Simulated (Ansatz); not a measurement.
A made-up structure of CH2N (charge +1), closed shell:

```
4
angstrom
C 0.2454 -0.4171 0.2556
N -0.2605 0.4430 -0.2716
H 0.7310 -1.2425 0.7616
H 0.5347 -1.2172 -0.3767
```

It is relaxed with PBE-D4/def2-SVP and then PBE0-D4/def2-TZVP (Ansatz 0.2.0). Atoms count as bonded within 1.22 times the sum of their covalent radii (H–H: 0.88 Å). The end point is not checked to be a true minimum.

Does its bonding change? (Judge from chemistry; the calculation decides.)

Computed: Yes. Formed: N2–H4; broken: C1–H4.

Where it ends: The first stage lowers the energy by 4.33 eV in 15 steps. It ends as CH₂N ([CH][NH]), total charge +1:
| atom | x (Å) | y (Å) | z (Å) |
| --- | --- | --- | --- |
| C1 | 0.4445 | -0.7057 | 0.6144 |
| N2 | 0.1725 | -0.5052 | -0.4624 |
| H3 | 0.7056 | -0.8980 | 1.6478 |
| H4 | -0.0722 | -0.3249 | -1.4309 |

Labels in which every atom is bracketed show which atoms are joined, not bond orders.

For scale, one of the runs: PBE0-D4/def2-TZVP relaxation, 74 basis functions, launched by `ansatz run in.yaml --threads 2 --pin off --events-out ev --progress --plain --max-ram 4352MiB`. Hardware: 2 CPU threads of an Arm Neoverse V2, shared host. Wall time about 2.3 s.
